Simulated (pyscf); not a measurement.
H₃Si–SiH₂–SiH₃ + HF -> F–SiH₂–SiH₃ + SiH₄ (four-centre exchange; singlet surface; Si–Si, F–H broken, F–Si, H–Si formed). Single points on ωB97X-D3(BJ)/def2-SVP structures (PySCF, gas phase). Energies in kJ/mol from the separated reactants.

| level | barrier | reaction energy |
|---|---|---|
| PBE/def2-TZVP | ? | ? |
| r²SCAN/def2-TZVP | 132.2 | -114.7 |
| B3LYP-D3(BJ)/def2-TZVP | ? | -118.2 |
| PBE0-D3(BJ)/def2-TZVP | 143.5 | -96.8 |
| M06-2X/def2-TZVP | 156.5 | -123.6 |
| HF/def2-TZVP | 241.4 | -147.7 |

Task: Some entries are withheld; supply them.

Result: 
- PBE/def2-TZVP, barrier: 123.0
- PBE/def2-TZVP, reaction energy: -101.8
- B3LYP-D3(BJ)/def2-TZVP, barrier: 147.1

The functionals in the table span 33.4 kJ/mol in this barrier, from PBE to M06-2X. At the saddle there is also a short H–Si contact that neither side keeps. This is the saddle that the search found; another between the same sides may lie lower.
